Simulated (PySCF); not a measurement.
Species: C5H6S.
Bonds: C1–C2, C2–C3 (aromatic), C3–C4 (aromatic), C4–S5 (aromatic), S5–C6 (aromatic), C2–C6 (aromatic). Hydrogens: H7, H8, H9 on C1; H10 on C3; H11 on C4; H12 on C6.

Probes without a nucleus sit at each ring's centroid and 1 Å off its mean plane on both sides; NICS is minus the shielding there, NICSzz its component along the normal. Level: GIAO PBE0/pcSseg-1 (PySCF, non-relativistic, gas phase) on the GFN2-xTB geometry, one conformer.

Ring bond lengths (Å), with Mayer bond orders in brackets: C2–C3 1.422 (1.24), C3–C4 1.354 (1.59), C4–S5 1.720 (1.18), S5–C6 1.721 (1.17), C6–C2 1.358 (1.58).

**Question.** Give the NICS values of each ring in ppm.

**Answer.** 
```csv
ring,type,NICS(0),"NICS(1), two faces","NICS(1)zz, two faces",rms pucker (Å),"centre to ring atoms, mean (Å)"
C2–C3–C4–S5–C6,5-membered ring with S; formal bonds all aromatic,-12.5,-11.3 / -11.3,-26.6 / -26.6,0.00,1.28
```

**Question.** What do they say, and how far can they be read as aromaticity?

**Answer.** 
- C2–C3–C4–S5–C6: mean NICS(1)zz -26.6 ppm, shielded. The ring is flat and has no four-coordinate atom; by the NICS criterion it is aromatic.

**Question.** And the bond-length index? HOMA = 1 − mean of α(R − Ropt)² over the ring bonds, with Krygowski's 1993 parameters (CC: Ropt 1.388 Å, α 257.7 Å⁻²; CS: Ropt 1.677 Å, α 94.09 Å⁻²).

**Answer.** 
- C2–C3–C4–S5–C6: HOMA 0.77; the largest term is that of C3–C4, α(R − Ropt)² = 0.29. The geometric and the magnetic index point the same way.

**Question.** Give the inner angles of the rings and the Hirshfeld charges of the ring atoms.

**Answer.** 
- C2–C3–C4–S5–C6: C2 111.6° (-0.014 e), C3 113.0° (-0.078 e), C4 112.0° (-0.086 e), S5 90.8° (+0.091 e), C6 112.6° (-0.096 e); sum 540.0° against 540° for a flat convex ring.

**Question.** How shielded are the nuclei of the rings and their hydrogens (means over atoms taken as equivalent)?

**Answer.** 
| atoms | environment | σ isotropic (ppm) |
| --- | --- | --- |
| C2 | substituted aromatic carbon | 45.0 |
| C3 | aromatic CH carbon | 54.2 |
| C4 | aromatic CH next to a ring sulfur | 52.0 |
| S5 | thiophene-type sulfur | 286.7 |
| C6 | aromatic CH next to a ring sulfur | 58.3 |
| H10 | aromatic hydrogen | 24.65 |
| H11 | aromatic hydrogen | 24.56 |
| H12 | aromatic hydrogen | 24.94 |
